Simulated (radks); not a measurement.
# Excited configurations of F³⁺

How tightly is the outer electron of F³⁺ held in higher orbitals? Ground state, ion and excited configurations are run in turn.

Method: scalar-relativistic Kohn-Sham, PBEsol, spin-polarised, spherical densities, finite nucleus; open shells are filled with parallel spins first. Code: radks (a radial shooting solver on a logarithmic mesh, Libxc functionals) version 1.

## 1. Starting point

* element: fluorine (Z = 9)
* charge: +3
* electrons: 6
* configuration: [He] 2s2 2p2
* nuclear rms radius: 2.8976 fm

Outer shells as boxes (Hund's rule):

F³⁺
```
[He] core
2s [↑↓]
2p [↑ ][↑ ][  ]
```

## 2. Ground configuration: [He] 2s2 2p2

Input:

```text
Z 9
configuration [He] 2s2 2p2
relativity scalar-relativistic
functional pbe_sol,pbe_sol
spin polarised
nucleus finite rms 2.8976 fm
c 137.035999084
```

## 3. The ion: [He] 2s2 2p1

Input: that of step 2 with these lines changed.

```diff
@@ -1,3 +1,3 @@
 Z 9
-configuration [He] 2s2 2p2
+configuration [He] 2s2 2p1
 relativity scalar-relativistic
```

## 4. Outer electron in 3s: [He] 2s2 2p1 3s1

Input: that of step 3 with these lines changed.

```diff
@@ -1,3 +1,3 @@
 Z 9
-configuration [He] 2s2 2p1
+configuration [He] 2s2 2p1 3s1
 relativity scalar-relativistic
```

## 5. Outer electron in 4d: [He] 2s2 2p1 4d1

Input: that of step 4 with these lines changed.

```diff
@@ -1,3 +1,3 @@
 Z 9
-configuration [He] 2s2 2p1 3s1
+configuration [He] 2s2 2p1 4d1
 relativity scalar-relativistic
```

## 6. Outer electron in 5s: [He] 2s2 2p1 5s1

Input: that of step 5 with these lines changed.

```diff
@@ -1,3 +1,3 @@
 Z 9
-configuration [He] 2s2 2p1 4d1
+configuration [He] 2s2 2p1 5s1
 relativity scalar-relativistic
```

## 7. Outer electron in 5d: [He] 2s2 2p1 5d1

Input: that of step 6 with these lines changed.

```diff
@@ -1,3 +1,3 @@
 Z 9
-configuration [He] 2s2 2p1 5s1
+configuration [He] 2s2 2p1 5d1
 relativity scalar-relativistic
```

## 8. Outer electron in 6s: [He] 2s2 2p1 6s1

Input: that of step 7 with these lines changed.

```diff
@@ -1,3 +1,3 @@
 Z 9
-configuration [He] 2s2 2p1 5d1
+configuration [He] 2s2 2p1 6s1
 relativity scalar-relativistic
```

## 9. Outer electron in 6p: [He] 2s2 2p1 6p1

Input: that of step 8 with these lines changed.

```diff
@@ -1,3 +1,3 @@
 Z 9
-configuration [He] 2s2 2p1 6s1
+configuration [He] 2s2 2p1 6p1
 relativity scalar-relativistic
```

## 10. Outer electron in 6d: [He] 2s2 2p1 6d1

Input: that of step 9 with these lines changed.

```diff
@@ -1,3 +1,3 @@
 Z 9
-configuration [He] 2s2 2p1 6p1
+configuration [He] 2s2 2p1 6d1
 relativity scalar-relativistic
```

## 11. Outer electron in 6f: [He] 2s2 2p1 6f1

Input: that of step 10 with these lines changed.

```diff
@@ -1,3 +1,3 @@
 Z 9
-configuration [He] 2s2 2p1 6d1
+configuration [He] 2s2 2p1 6f1
 relativity scalar-relativistic
```

## 12. Outer electron in 7d: [He] 2s2 2p1 7d1

Input: that of step 11 with these lines changed.

```diff
@@ -1,3 +1,3 @@
 Z 9
-configuration [He] 2s2 2p1 6f1
+configuration [He] 2s2 2p1 7d1
 relativity scalar-relativistic
```

## 13. Outer electron in 7f: [He] 2s2 2p1 7f1

Input: that of step 12 with these lines changed.

```diff
@@ -1,3 +1,3 @@
 Z 9
-configuration [He] 2s2 2p1 7d1
+configuration [He] 2s2 2p1 7f1
 relativity scalar-relativistic
```

What does the calculation give? Wanted: for each run, outer orbital; excitation; binding; n*; quantum defect; <r>.

As calculated:

```
outer orbital  excitation (eV)  binding (eV)     n*  quantum defect  <r> (bohr)
           3s           51.930        35.725  2.469           0.531       2.330
           4d           72.589        15.065  3.801           0.199       4.763
           5s           76.387        11.268  4.395           0.605       7.400
           5d           77.995         9.660  4.747           0.253       7.886
           6s           80.059         7.596  5.353           0.647       11.00
           6p           80.492         7.163  5.513           0.487       11.44
           6d           80.948         6.707  5.697           0.303       11.73
           6f           81.263         6.392  5.836           0.164       11.58
           7d           82.727         4.927  6.647           0.353       16.28
           7f           82.911         4.744  6.774           0.226       16.20
```

Binding is E(ion) − E, and n* = 4/√(2·binding) in atomic units. The Δ-SCF energy to the ion that was run is 87.655 eV (NIST's first ionisation energy, to the ion's ground state: 87.18 eV, semi-empirical). Mean quantum defects: s 0.59, d 0.28, p 0.49, f 0.19. They fall with l, since high-l orbitals stay out of the core. Self-interaction in the functional shifts them, so they are the method's values and not measured ones. Open shells are spherical and high-spin; term and fine-structure splittings are not resolved.
